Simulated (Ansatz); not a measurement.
# SiH₃F + NH₃: a complex and its separated parts

The complex below is one end of an elementary step. How strongly is it bound against its free parts?

Computed with Ansatz 0.2.0, Gaussian basis. Level: PBE0-D4/def2-TZVP structures, single points in def2-TZVPP, no counterpoise correction.

Levels: SPW92, PBE-D4, BLYP-D4, r2SCAN-D4, B97M-V, PBE0-D4, B3LYP-D4, r2SCAN0-D4, BHLYP-D4, CAM-B3LYP-D4, wB97X-V, wB97M-V, B2PLYP, PBE-QIDH, RPA on PBE, Hartree-Fock, MP2, CCSD, CCSD(T).

Cores are frozen in the correlated methods. B3LYP uses VWN-RPA correlation. B2PLYP carries no dispersion term here.

20 further runs of the same task are left out: 20 set aside as unsound or not needed.

## 1. The starting structure

The complex: 9 atoms, charge 0, spin multiplicity 1.

Atoms are counted from 1 here; the program's logs count them from 0.

Bond lengths: Si1–H3 1.479 Å, Si1–H4 1.479 Å, Si1–H5 1.491 Å, Si1–F7 1.607 Å, N2–H6 1.013 Å, N2–H8 1.013 Å, N2–H9 1.013 Å. Angles: H3–Si1–H4 113.5°, H3–Si1–H5 107.5°, H3–Si1–F7 112.1°, H4–Si1–H5 107.5°, H4–Si1–F7 112.1°, H5–Si1–F7 103.5°, H6–N2–H8 107.1°, H6–N2–H9 107.8°, H8–N2–H9 107.7°.

Geometry (Å):

```xyz
9
FH6NSi
Si   -0.59888    1.16834   -0.29969
N     0.57923   -1.31588    0.28001
H    -0.30189    0.54773   -1.60927
H    -1.60303    0.42394    0.49133
H    -1.15393    2.52699   -0.56321
H     1.54329   -1.22492   -0.01646
F     0.73547    1.46614    0.54409
H     0.58521   -1.41819    1.28754
H     0.21443   -2.17415   -0.11434
```

Its parts: SiH₃F holds atoms 1, 3, 4, 5, 7; NH₃ holds atoms 2, 6, 8, 9. Each part counts its atoms afresh in its own runs.

## 2. Relaxing SiH₃F alone

The input, relax-a/in.yaml:

```yaml
crystal:
  periodic: [false, false, false]
  atoms:
    - {symbol: Si, position_ang: [-0.598884, 1.168339, -0.299694]}
    - {symbol: H, position_ang: [-0.301886, 0.547733, -1.609270]}
    - {symbol: H, position_ang: [-1.603026, 0.423937, 0.491328]}
    - {symbol: H, position_ang: [-1.153930, 2.526993, -0.563208]}
    - {symbol: F, position_ang: [0.735465, 1.466142, 0.544093]}
basis:
  gaussian: {orbitals: def2-TZVP}
hamiltonian: {xc: pbe0, dispersion: d4}
relax: {f_tol: 0.005, max_steps: 200}
```

The command line of these runs was not kept.

The runs that follow: Relaxing NH₃ alone; wB97M-V/def2-TZVPP; CCSD(T)/def2-TZVPP; Vibrations of SiH₃F; Vibrations of NH₃.

What does the calculation give? Wanted: complex less parts, CCSD(T)/def2-TZVPP; with zero-point energy; largest T1 diagnostic.

The runs gave:

| quantity | value |
| --- | --- |
| complex less parts, CCSD(T)/def2-TZVPP | -3.4 kcal/mol |
| with zero-point energy | -1.8 kcal/mol |
| largest T1 diagnostic | 0.011 |

What this shows: At CCSD(T) the complex lies 3.4 kcal/mol below its parts. Among the functionals PBE-QIDH lands nearest to CCSD(T) (-0.1 kcal/mol) and SPW92 farthest (-4.2 kcal/mol). By rung, the mean size of the error is: LDA 4.2, GGA 0.8, meta-GGA 0.9, hybrid 0.7, range-separated hybrid 0.7, double hybrid 0.5 kcal/mol. PBE-D4 gives a relative energy 1.2 kcal/mol too low, outside chemical accuracy (1 kcal/mol). No counterpoise was applied, and triple zeta lacks some correlation, so the CCSD(T) reference has a basis error of its own, and close matches with it are partly luck.
